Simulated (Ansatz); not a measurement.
Born–Oppenheimer molecular dynamics of BClH4O (7 atoms, charge 0, multiplicity 1). It starts at the highest image of a converged band. Of that band: The profile has 2 maxima (images 2, 4) with wells between them (image 3): this band takes more than one step, which may be the mechanism or a detour left from its start path. A vibrational analysis at the climbing image gives one clearly imaginary mode, 1290i cm⁻¹: a first-order saddle point.

Level of theory: Ansatz, RKS r2SCAN/def2-SVP.

```yaml
ensemble: NVE (velocity Verlet)
time_step: 0.5 fs
steps_asked: 200
starting_velocities_drawn_for: 300 K
seed: 6663
```

First frame:

```xyz
7
Properties=species:S:1:pos:R:3
B -0.041 -0.249 0.017
H -0.193 0.115 1.318
H 0.975 0.262 -0.368
Cl -1.578 0.125 -0.850
O 0.123 -1.765 0.334
H -0.734 -2.194 0.176
H -0.091 -0.916 1.261
```

How far do the bonds stretch over the last three quarters of this one trajectory? (Pairs bonded in most of those frames.)


| bond | mean (Å) | spread (Å) | shortest | longest |
| --- | --- | --- | --- | --- |
| B1–H2 | 1.204 | 0.028 | 1.16 | 1.25 |
| B1–H3 | 1.205 | 0.023 | 1.16 | 1.24 |
| B1–Cl4 | 1.811 | 0.091 | 1.66 | 1.93 |
| O5–H6 | 0.974 | 0.018 | 0.94 | 1.01 |
| O5–H7 | 0.980 | 0.036 | 0.92 | 1.05 |

Mean temperature of the second half: 688 K. The conserved energy stayed within 0.31 meV per atom of its start (net change -0.074 meV per atom), so the integration is sound. The kinetic energy rose, since the run started high on the potential surface and went downhill. It ends in pieces (BClH2 + H2O), so much of that is their flight and rotation, not heat. A run of 0.1 ps of so small a system gives no equilibrium averages. The orbitals stay closed-shell, which can raise the energy where a bond breaks towards radicals; this wasn't checked here.

Time of the run: 14 min on 1 thread of Arm Neoverse N1, on a shared host, peak memory 0.11 GiB.
